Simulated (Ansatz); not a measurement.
# SiN+ (triplet): the correlation ladder, 6-31G

How much of the correlation energy of SiN+ (triplet) does each wave-function method recover here?

Method: 6-31G, core rule «outside noble gas», up to 6 orbitals frozen; program: Ansatz 0.2.0, Gaussian basis.

Plan: UHF; CCSD(T) on ROHF; CCSD(T) on UHF; BCCD(T) on ROHF; CISD as a restricted active space (open shells left free, so some higher excitations enter); CCSDT(Q) on ROHF; CCSDT(Q) on UHF; CISDTQ; CCSDTQ on ROHF; CCSDTQ on UHF; CASSCF and MRCISD+Q, 8 electrons in 8 orbitals; CASSCF and NEVPT2, 8 electrons in 8 orbitals; Full CI; Full CI, several states.

10 further runs of the same task are left out: 2 that didn't finish, 8 set aside as unsound or not needed. Runs told in other sessions of the task aren't counted.

### Step 1. The geometry

The geometry is a PBE0/def2-TZVP stationary point (not a proven minimum).

2 atoms, charge 1, spin multiplicity 3.

Atoms are counted from 1 here; the program's logs count them from 0.

Bond lengths: Si1–N2 1.785 Å.

### Step 2. UHF

File in.yaml:

```yaml
crystal:
  periodic: [false, false, false]
  atoms:
    - {symbol: Si, position_ang: [0.000000, 0.000000, 0.000000]}
    - {symbol: N, position_ang: [0.000000, 0.000000, 1.785400]}
basis:
  gaussian: {orbitals: 6-31G}
total_charge: 1
magnetization: {spin_polarized: true, initial_magnetization: 2}
hamiltonian: {xc: hf}
output: {orbitals: {seedname: orbitals}}
```

Started as:

```sh
$ ansatz run in.yaml --threads 1 --pin off --events-out ev --progress --plain --max-ram 2393MiB
```

The runs that follow: CCSD(T) on ROHF; CCSD(T) on UHF; BCCD(T) on ROHF; CISD as a restricted active space (open shells left free, so some higher excitations enter); CCSDT(Q) on ROHF; CCSDT(Q) on UHF; CISDTQ; CCSDTQ on ROHF; CCSDTQ on UHF; CASSCF and MRCISD+Q, 8 electrons in 8 orbitals; CASSCF and NEVPT2, 8 electrons in 8 orbitals; Full CI; Full CI, several states.

Q: Predict the results of all the runs planned. Wanted: FCI from the RHF energy; RMP2 from FCI; UMP2 from FCI; RCCSD from FCI; RCCSD(T) from FCI; UCCSD(T) from FCI; RCCSDT(Q) from FCI; UCCSDT(Q) from FCI; NEVPT2 valence from FCI.

**Answer**, as computed:

```
                         quantity                                                                             value
          FCI from the ROHF energy                                                                        -3.4443 eV
                    RMP2 from FCI                                                                   +25.22 kcal/mol
                    UMP2 from FCI                                                                   +32.64 kcal/mol
                   RCCSD from FCI                                                                    +5.56 kcal/mol
                RCCSD(T) from FCI                                                                    +1.27 kcal/mol
                UCCSD(T) from FCI                                                                    +1.98 kcal/mol
               RCCSDT(Q) from FCI                                                                    +0.03 kcal/mol
               UCCSDT(Q) from FCI                                                                    +0.01 kcal/mol
          NEVPT2 valence from FCI                                                                    +6.96 kcal/mol
        MRCISD+Q valence from FCI                                                                    +0.47 kcal/mol
levels within 1 kcal/mol (43 meV)  RCCSDT, UCCSDT, CISDTQ, RCCSDT(Q), UCCSDT(Q), RCCSDTQ, UCCSDTQ, MRCISD+Q valence
                    T1 diagnostic                                                                             0.079
   effectively unpaired electrons                                                                              2.19
```

RCCSD(T) lands +1.27 kcal/mol from the yardstick (1.6 % of the correlation energy). CCSD(T) misses by +1.27 kcal/mol on the restricted determinant and by +1.98 kcal/mol on the unrestricted one; the two need not hold the same state or core. The occupations are near whole numbers, but T1 = 0.079 shows that the orbitals relax strongly. Of the multireference levels listed MRCISD+Q valence comes nearest in total energy (+0.47 kcal/mol), which doesn't show that its space is the better one. Coupled cluster took another determinant than the lowest Hartree-Fock one. The next state among those solved, a triplet, lies 0.22 eV up. These misses are within one basis, not against nature; the frozen cores of restricted and unrestricted runs differ, which can shift their rows.

Levels on UHF freeze UHF's core orbitals, full CI those of ROHF, so the U rows can settle a little off it for that reason alone.

With open shells the CI space here admits some higher excitations, so it is larger than plain CISD.
